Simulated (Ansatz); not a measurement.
# Mo4: the cost of one run

Computed with Ansatz 0.2.0, Gaussian basis. Level: UKS PBE0-D4/def2-SVP.

Levels to be run: a search for the lowest solution at PBE0-D4/def2-SVP; a single point at PBE0-D4/def2-TZVPD.

1 further run of the same task is left out (set aside as unsound or not needed). Runs told in other sessions of the task aren't counted.

## 1. The structure

The geometry is that of the doublet, from an earlier relaxation (PBE0-D4/def2-SVPD). At that level it is the lowest of the isomers that a small search found.

4 atoms, charge -1, spin multiplicity 2.

Atoms are counted from 1 here; the program's logs count them from 0.

Bond lengths: Mo1–Mo2 2.112 Å, Mo1–Mo3 2.710 Å, Mo1–Mo4 2.947 Å, Mo2–Mo4 2.710 Å, Mo3–Mo4 2.112 Å. Angles: Mo2–Mo1–Mo3 105.8°, Mo2–Mo1–Mo4 62.2°, Mo3–Mo1–Mo4 43.6°, Mo1–Mo2–Mo4 74.2°, Mo1–Mo3–Mo4 74.2°, Mo1–Mo4–Mo2 43.6°, Mo1–Mo4–Mo3 62.2°, Mo2–Mo4–Mo3 105.8°.

As a file:

```xyz
4
Mo4
Mo    0.0886   -1.4696    0.0617
Mo   -1.8344   -0.6033   -0.0442
Mo    1.8340    0.6037    0.0538
Mo   -0.0882    1.4692   -0.0713
```

Mo takes a core potential in the def2 sets. No spin-orbit coupling is included. The ion is computed in the gas phase, without counter-ions or solvent.

Bonds by kind at the end (by distance):

| bond | count | shortest (Å) | longest (Å) |
| --- | --- | --- | --- |
| Mo–Mo | 5 | 2.112 | 2.947 |

## 2. Searching for the lowest solution, PBE0-D4/def2-SVP

start.molden holds the orbitals of an earlier run on this state, given as this run's starting guess.

Contents of in.yaml:

```yaml
crystal:
  periodic: [false, false, false]
  atoms:
    - {symbol: Mo, position_ang: [0.088573, -1.469602, 0.061696]}
    - {symbol: Mo, position_ang: [-1.834359, -0.603277, -0.044196]}
    - {symbol: Mo, position_ang: [1.833968, 0.603673, 0.053822]}
    - {symbol: Mo, position_ang: [-0.088183, 1.469196, -0.071322]}
basis:
  gaussian: {orbitals: def2-SVP, initial_orbitals: start.molden}
total_charge: -1
magnetization: {spin_polarized: true, initial_magnetization: 1}
hamiltonian: {xc: pbe0, dispersion: d4}
output: {orbitals: {seedname: orbitals}}
```

Started as:

```bash
> ansatz run in.yaml --threads 4 --pin off --events-out ev --progress --plain --max-ram 3916MiB
```

What time and memory should one allow on 4 threads of Intel Xeon Platinum 8259CL at 2.50GHz, shared host?

About 73 s, with a peak of 0.66 GiB.
